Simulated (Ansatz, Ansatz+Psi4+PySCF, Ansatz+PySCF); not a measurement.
```xyz
10

C     0.0082    0.5495    0.0056
C     0.0195   -0.2082    1.2914
C     0.0165   -0.1988   -1.2819
H    -0.3293    1.5756   -0.0076
H     0.2269    0.4514    2.1417
H     0.2199    0.4617   -2.1480
H    -0.9603   -0.6761    1.4857
H     0.7724   -0.9868    1.2856
H     0.7582   -0.9937   -1.2821
H    -0.9490   -0.6786   -1.4897
```

Basis set: cc-pVTZ (spherical functions). Correlated methods keep 3 orbitals frozen. Correlation on ROHF uses semicanonical orbitals with singles. Charge 0, multiplicity 2.

Computed with Ansatz (development build ahead of 0.2.0); each method stands on the lowest determinant of its kind that the runs found.

**Question.** Give the atomization energy at this shape (free ground-state atoms in the same class of orbitals less the molecule, no zero-point energy) of doublet C3H7 by ROHF-MP2, UHF-MP2, ROHF, UHF.

**Answer.**

```tsv
method	atomization energy
ROHF-MP2	885.09 kcal/mol
UHF-MP2	884.41 kcal/mol
ROHF	699.92 kcal/mol
UHF	693.83 kcal/mol
```
